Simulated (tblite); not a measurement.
C5H11N (charge +1 and doublet state).
Cartesian coordinates in Å at the GFN2-xTB level; atoms count from 1:
```xyz
17
C5H11N angstrom
C      2.2625    0.0804    0.1584
C      1.0255   -0.7724    0.3304
C     -0.2156   -0.1072   -0.3355
C     -0.8614    1.0907    0.3743
C     -2.1039    0.2086    0.5237
N     -1.4264   -0.8122   -0.1823
H      2.1301    1.0765    0.5723
H      3.0863   -0.3965    0.6903
H      2.5531    0.1652   -0.8853
H      0.7943   -0.9058    1.3886
H      1.1705   -1.7533   -0.1236
H      0.0631    0.0483   -1.3871
H     -0.9963    1.9758   -0.2430
H     -0.3904    1.3856    1.3087
H     -3.0198    0.5591    0.0294
H     -2.3974   -0.0636    1.5469
H     -1.6812   -1.7671   -0.3895
```

Method: GFN2-xTB as coded in tblite; computed harmonic values from a numerical Hessian at the method's own geometry, unscaled. This tight-binding method is rough: wavenumbers can miss measured ones by several per cent, in bad cases by 10 to 20. One conformer, not necessarily the lowest. Open shells enter through the occupations alone, without spin polarisation, and single modes of such species can be off by tens of per cent.

Harmonic wavenumbers (cm⁻¹): 101.0, 124.5, 199.7, 249.0, 322.2, 389.2, 401.5, 726.1, 734.0, 806.4, 886.0, 952.3, 977.5, 995.1, 1003.5, 1018.9, 1046.3, 1051.8, 1068.7, 1085.7, 1159.0, 1174.4, 1184.8, 1210.7, 1229.3, 1240.8, 1269.1, 1303.2, 1376.7, 1389.1, 1408.9, 1420.7, 1453.4, 1468.0, 2857.1, 2864.5, 2909.2, 2989.1, 3001.9, 3005.8, 3029.0, 3038.0, 3054.8, 3057.6, 3416.6.

A = 8242, B = 2311, C = 2014 MHz; mass 85.089 u (most abundant isotopes); point group C1, symmetry number 1; spin multiplicity 2.

**Question.** What is the zero-point energy?

**Answer.** Half the sum of the wavenumbers: 32826 cm⁻¹ = 93.85 kcal/mol.

**Question.** Give the ideal-gas entropy at 400 K and 1 bar in the rigid-rotor, harmonic-oscillator model (classical rotation).

**Answer.** Translation 40.72, rotation 27.41, vibration 22.90, spin (R ln 2) 1.38: S = 92.4 cal/(mol K).

**Question.** And Cp and H(400 K) − H(0)?

**Answer.** Cp = 37.34 cal/(mol K), of which vibrations give 29.39 (their classical limit is 45 R = 89.4); H(400 K) − H(0) = 8.40 kcal/mol without the zero-point energy, 5.22 from vibrations.

**Question.** What must be added to the electronic energy to get the Gibbs energy at 400 K and 1 bar?

**Answer.** ZPE + [H(400 K) − H(0)] − T·S = 93.85 + 8.40 − 36.96 = 65.29 kcal/mol.

**Question.** How do the functions run with temperature in this model?

**Answer.** 
```tsv
T (K)	S (cal/(mol K))	Cp (cal/(mol K))	H − H(0) (kcal/mol)	G − H(0) (kcal/mol)	ln q(vib)
100	61.9	13.8	1.03	-5.16	0.55
200	73.4	20.1	2.72	-11.96	1.89
300	83.0	28.2	5.12	-19.79	3.36
500	101.6	45.5	12.56	-38.26	6.64
800	127.1	62.7	29.02	-72.67	11.96
1000	141.9	70.2	42.34	-99.60	15.48
```

q(vib) and H(0) count from the zero-point level.

**Question.** Which modes carry the vibrational entropy at 400 K?

**Answer.** 101.0 cm⁻¹: 4.01; 124.5 cm⁻¹: 3.60; 199.7 cm⁻¹: 2.69; 249.0 cm⁻¹: 2.27; 322.2 cm⁻¹: 1.80; 389.2 cm⁻¹: 1.47 cal/(mol K); the other 39 give 7.05 together.

Hindered rotation and anharmonicity are outside this model. Other conformers, if any are populated, would add a mixing term that is left out. The structure is chiral; the term R ln 2 for an equal mix with its mirror image is left out.

On Arm Neoverse V2, one thread, shared host with 96 logical CPUs at a one-minute load of 42, this took 0.33 s of wall time. The figure is for the frequency step alone.
